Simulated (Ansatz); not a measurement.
## Molecular dynamics, step by step

MgH₂ClO (SMILES [OH2+][Mg][Cl]) (charge +1), singlet, PBE0-D4/def2-SVP (Ansatz 0.2.0). Settings (timestep in fs, temperature in K; T counts 9 degrees of freedom):

```yaml
hamiltonian: {xc: pbe0, dispersion: d4}
md: {n_steps: 40, timestep: 0.25, temperature: 200, ensemble: nve, seed: 248, initial_velocities: maxwell_boltzmann}
```

Start (the SMILES describes the start alone):

```xyz
5
angstrom
O -0.6436 0.5546 -0.4210
Mg 0.6645 -0.5609 0.4364
Cl 2.0628 -1.7902 1.3516
H -1.3404 1.0795 0.0061
H -0.7434 0.7170 -1.3730
```

```tsv
step	time (fs)	potential energy less the start (meV)	kinetic energy (meV)	T (K)
0	0.00	0.0	77.6	200
2	0.50	1.1	76.5	197
4	1.00	3.7	73.9	191
6	1.50	7.4	70.2	181
8	2.00	11.8	65.8	170
10	2.50	16.5	61.1	158
12	3.00	21.1	56.5	146
14	3.50	25.3	52.2	135
16	4.00	29.1	48.5	125
18	4.50	32.1	45.5	117
20	5.00	34.0	43.6	112
22	5.50	34.6	43.1	111
24	6.00	33.5	44.1	114
26	6.50	30.7	46.9	121
28	7.00	26.4	51.2	132
30	7.50	21.0	56.6	146
32	8.00	14.9	62.7	162
34	8.50	8.8	68.8	177
36	9.00	3.0	74.5	192
38	9.50	-2.2	79.8	206
40	10.00	-6.8	84.4	218
```

Step 12, positions (Å) and forces (eV/Å):

```csv
atom,x,y,z,Fx,Fy,Fz
O1,-0.655,0.567,-0.425,-0.028,0.012,0.243
Mg2,0.670,-0.571,0.438,-0.914,0.789,-0.540
Cl3,2.063,-1.789,1.352,1.144,-0.997,0.745
H4,-1.350,1.093,0.019,0.125,-0.066,-0.441
H5,-0.697,0.688,-1.387,-0.328,0.263,-0.007
```

Step 22, positions (Å) and forces (eV/Å):

```tsv
atom	x	y	z	Fx	Fy	Fz
O1	-0.664	0.578	-0.427	0.567	-0.432	-0.226
Mg2	0.672	-0.577	0.438	-1.086	0.931	-0.608
Cl3	2.066	-1.789	1.354	1.181	-1.025	0.765
H4	-1.354	1.103	0.005	-0.234	0.216	-0.302
H5	-0.678	0.680	-1.399	-0.428	0.311	0.372
```

Step 28, positions (Å) and forces (eV/Å):

```json
{"atom": "O1", "x": "-0.669", "y": "0.584", "z": "-0.428", "Fx": "0.686", "Fy": "-0.538", "Fz": "-0.155"}
{"atom": "Mg2", "x": "0.672", "y": "-0.580", "z": "0.438", "Fx": "-1.123", "Fy": "0.960", "Fz": "-0.613"}
{"atom": "Cl3", "x": "2.068", "y": "-1.790", "z": "1.355", "Fx": "1.155", "Fy": "-1.000", "Fz": "0.747"}
{"atom": "H4", "x": "-1.361", "y": "1.113", "z": "-0.012", "Fx": "-0.321", "Fy": "0.277", "Fz": "-0.172"}
{"atom": "H5", "x": "-0.678", "y": "0.684", "z": "-1.398", "Fx": "-0.396", "Fy": "0.302", "Fz": "0.193"}
```

Last step (40):

O1  (-0.676, 0.593, -0.432)
Mg2  (0.669, -0.583, 0.435)
Cl3  (2.075, -1.794, 1.360)
H4  (-1.390, 1.147, -0.058)
H5  (-0.702, 0.709, -1.390)
(Å)

The run took about 33 s on 2 CPU threads of an Arm Neoverse V1 (shared host).
